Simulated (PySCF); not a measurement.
# Oxygen: a sound run and one with changed settings

Sound run: O [He] 2s2 2p4, O+ [He] 2s2 2p3. All numbers are calculated (PySCF 2.14, no relativity, point nucleus, in cc-pVTZ (4s3p2d1f, 30 functions)). The sound run starts from symmetry-adapted Hartree-Fock orbitals and uses a fine grid where one is needed.

Changed run: 6 angular points. This setting is unsound on purpose.

| species | method | sound run (hartree) | changed run (hartree) | converged |
| --- | --- | --- | --- | --- |
| O | UHF | -74.81176 | -74.81176 | yes |
| O | TPSS | -75.10065 | -76.41576 | yes |
| O | r2SCAN | -75.05460 | -76.51682 | yes |
| O+ | UHF | -74.37037 | -74.37037 | yes |
| O+ | TPSS | -74.58675 | -75.58578 | yes |
| O+ | r2SCAN | -74.55212 | -75.65869 | yes |

Ionisation energy of O:

```csv
method,sound run (eV),changed run (eV)
UHF,12.011,12.011
```

A coarse angular grid integrates products of high-l functions wrongly, so density functionals can shift, and the SCF can exploit the error; Hartree-Fock and MP2 need no grid.

For comparison, NIST gives 13.618 eV between the lowest levels.
